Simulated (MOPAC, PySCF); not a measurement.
CHN, SMILES `N#C`, neutral singlet in the gas phase. 

Cartesian coordinates (Å):
```xyz
3

C     -0.0235     0.2327     0.0000
N      1.0442    -0.2086     0.0000
H     -1.0207     0.6449     0.0000
```
Charge 0, spin multiplicity 1.

All levels are single points at this geometry (B3LYP-D3(BJ)/def2-SVP); Pople sets use spherical d functions. Orbital energies aren't observables, and empty levels follow the basis.

B3LYP/6-311+G** in PySCF gives gap (eV) = 9.87.

Estimate the gap (eV) from each of these levels: PBE-D3(BJ)/def2-TZVP in PySCF; ωB97X-D3(BJ)/def2-TZVP in PySCF; B3LYP/3-21G in PySCF; B3LYP/6-31G* in PySCF; BP86/6-31G* in PySCF; M06-2X/6-31G* in PySCF; PBE/6-31G* in PySCF; SVWN5/6-31G* in PySCF; HF/3-21G in PySCF; HF/6-31G* in PySCF; HF/STO-3G in PySCF; AM1 in MOPAC.


```
level                            gap (eV)
-------------------------------  --------
PBE-D3(BJ)/def2-TZVP in PySCF        8.05
ωB97X-D3(BJ)/def2-TZVP in PySCF     15.51
B3LYP/3-21G in PySCF                10.76
B3LYP/6-31G* in PySCF               10.36
BP86/6-31G* in PySCF                 8.28
M06-2X/6-31G* in PySCF              13.59
PBE/6-31G* in PySCF                  8.29
SVWN5/6-31G* in PySCF                8.17
HF/3-21G in PySCF                   19.06
HF/6-31G* in PySCF                  18.65
HF/STO-3G in PySCF                  21.48
AM1 in MOPAC                        15.49
```
